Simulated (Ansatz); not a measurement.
Reaction (ligand exchange at a Mg–C bond): `[CH3][Mg][CH3]` + H–F → `[CH3][Mg][F]` + CH₄

Computed with Ansatz on PBE0-D4/def2-TZVP structures; ΔE is electronic, products minus reactants. CBS: MP2 limit from def2 TZ/QZ plus the TZ coupled-cluster correction, frozen cores. This one scheme is used for every species. DFT in def2-TZVPP. For Mg outer-core shells are correlated without core-valence functions, which leaves a few kJ/mol of doubt a bond.

CCSD(T)/CBS gives -202.2 kJ/mol.

(1) Another level gave -214.4 kJ/mol. Which?
A. RPA@PBE/def2-TZVPP
B. HF/def2-TZVPP
C. SCS-MP2/def2-TZVPP
D. B2PLYP/def2-TZVPP

Largest T1 diagnostic among the species: 0.010.

Answers

(1) D. B2PLYP -214.4, HF/def2-TZVPP -221.5, RPA@PBE/def2-TZVPP -197.2, SCS-MP2/def2-TZVPP -209.8 kJ/mol.

At CCSD(T), def2-SVP lies −29.4 kJ/mol from the extrapolated value and def2-TZVPP +0.4 kJ/mol. Leaving LDA and LC-ωPBE aside and taking each functional with its dispersion term where it has one, the values, not all of them listed here, spread over 15.4 kJ/mol, from CAM-B3LYP-D4 to HSE06-D4. LDA lies +8.9 kJ/mol from PBE without D4. In def2-TZVPP, CCSD(T) changes the Hartree–Fock value by +19.7 kJ/mol (the triples alone add +2.9 kJ/mol) and MP2 by +15.8 kJ/mol.
